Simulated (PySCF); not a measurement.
# Si₂⁻ at PBE0

Computed with PBE0; Si aug-cc-pV(D+d)Z; no relativity (PySCF 2.14).

- state: ²Σg⁺ (doublet), unpaired electrons σ ↑, a second solution, started from another occupation
- bond length: 2.107 Å
- harmonic wavenumber: 606 cm⁻¹
- force constant: 3.02 mdyn/Å
- rotational constant Be: 0.2714 cm⁻¹
- anharmonicity ωexe: 2.20 cm⁻¹
- vibration–rotation constant αe: 0.00138 cm⁻¹
- energy of the minimum from ground-state Si + Si⁻: -3.77 eV
- bond order (Mayer): 2.74
